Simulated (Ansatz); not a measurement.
This geometry of C3H5NS (10 atoms, charge 0, multiplicity 1) is a first-order saddle point.

Method: RKS B3LYP/6-31G* in Ansatz.

```xyz
10
Properties=species:S:1:pos:R:3
C -1.331 -0.963 -0.449
C -0.190 -0.082 -0.053
N 1.048 -0.398 0.106
C 1.510 0.938 0.476
S -0.218 1.673 0.317
H -2.268 -0.403 -0.501
H -1.444 -1.776 0.277
H -1.134 -1.413 -1.429
H 2.212 1.373 -0.239
H 1.897 1.000 1.496
```

Question: Which two structures does it join? (They come from a converged band through this point; their orientation in space is the band's.)

Answer: No bond is made or broken. The dihedral H7–C1–C2–S5 goes from 180 to -60°. The two ends are copies of one structure, up to a mirror image or an exchange of like atoms.

Image 0:

```xyz
10
Properties=species:S:1:pos:R:3
C -1.329 -0.967 -0.441
C -0.185 -0.086 -0.073
N 0.937 -0.415 0.464
C 1.497 0.935 0.511
S -0.040 1.694 -0.270
H -2.236 -0.671 0.098
H -1.079 -2.001 -0.186
H -1.541 -0.901 -1.514
H 2.386 1.060 -0.113
H 1.673 1.300 1.526
```

Image 6:

```xyz
10
Properties=species:S:1:pos:R:3
C -1.326 -0.965 -0.451
C -0.192 -0.091 -0.040
N 1.070 -0.316 -0.146
C 1.511 0.945 0.447
S -0.257 1.533 0.725
H -1.956 -0.462 -1.195
H -1.959 -1.212 0.409
H -0.928 -1.888 -0.883
H 2.059 1.587 -0.247
H 2.060 0.818 1.384
```

Question: How far does it lie above each of them?

Answer: 0.053 eV above the first and 0.053 eV above the second. This is the barrier of this one path; another mechanism may lie lower.

Run time: 2.7 min on 1 CPU thread of a shared host.
